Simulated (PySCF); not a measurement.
## How methods differ on the ionisation energy of P

P [Ne] 3s2 3p3 (4S) → P⁺ [Ne] 3s2 3p2 (3P), as a difference of total energies. All numbers are calculated (PySCF 2.14, no relativity, point nucleus, in cc-pV(D+d)Z). Correlated levels: valence: [Ne] frozen. The calculations carry no spin-orbit coupling.

```json
{"method": "UHF", "ionisation energy (eV)": "9.929", "error (eV)": "-0.597"}
{"method": "LDA", "ionisation energy (eV)": "10.549", "error (eV)": "+0.023"}
{"method": "M06-2X", "ionisation energy (eV)": "10.305", "error (eV)": "-0.221"}
{"method": "MP2 (valence)", "ionisation energy (eV)": "10.316", "error (eV)": "-0.210"}
{"method": "SCS-MP2 (valence)", "ionisation energy (eV)": "10.174", "error (eV)": "-0.352"}
{"method": "CCSD (valence)", "ionisation energy (eV)": "10.236", "error (eV)": "-0.290"}
{"method": "CCSD(T) (valence)", "ionisation energy (eV)": "10.240", "error (eV)": "-0.286"}
```

Reference: 10.526 eV (measured; NIST levels, between the centres of gravity of the two terms).

Errors of the correlated levels include the incompleteness of this basis and the frozen core.
